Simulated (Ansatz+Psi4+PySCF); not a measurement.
# doublet C2H7N(+): levels of theory in one basis

```xyz
10

C    -0.0275   -0.2247    1.2049
N    -0.0275    0.5925    0.0000
C    -0.0275   -0.2247   -1.2049
H     0.7915   -0.9627    1.2485
H     0.0396    0.4212    2.0834
H    -0.9722   -0.7730    1.2617
H     0.8053    1.1782    0.0000
H     0.7915   -0.9627   -1.2485
H     0.0396    0.4212   -2.0834
H    -0.9722   -0.7730   -1.2617
```

Basis set: cc-pVTZ (spherical functions). Left uncorrelated: 3 orbitals. Correlation on ROHF uses semicanonical orbitals with singles. Charge 1, multiplicity 2.

Computed with Ansatz (development build ahead of 0.2.0) and Psi4 1.11; each method stands on the lowest determinant of its kind that the runs found.

| method | E − E(ROHF) (eV) | <S²> of the determinant |
| --- | --- | --- |
| ROHF | 0.00 | 0.75 |
| UHF | -0.14 | 0.76 |
| ROHF-MP2 | -14.42 | – |
| UHF-MP2 | -14.41 | 0.76 |
